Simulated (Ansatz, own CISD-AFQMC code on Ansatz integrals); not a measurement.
Isomers of C2H3N. Gas-phase values, no solvent. Strings in code marks are SMILES.

Quantity: electronic energy of isomers of C2H3N relative to `CC#N`, in kcal/mol. AFQMC values (own CISD-AFQMC code on Ansatz (a program for electronic structure) integrals) carry a statistical error of up to ±0.35 kcal/mol (one standard error) and the bias of the phaseless constraint.

A: `C#CN`
B: `C=C=N`
C: `[C-]#[N+]C`

Question: Put the candidates in order of electronic energy of isomers of C2H3N relative to `CC#N`, lowest first, for composite: frozen-core CCSD(T) with HF/cc-pVQZ and the correlation energy extrapolated as X^-3 from cc-pVTZ and cc-pVQZ, plus phaseless AFQMC minus CCSD(T) in cc-pVDZ // PBE0-D3(BJ)/def2-TZVP (Ansatz).

Answer: C (23.9 kcal/mol), B (27.7 kcal/mol), A (41.9 kcal/mol)
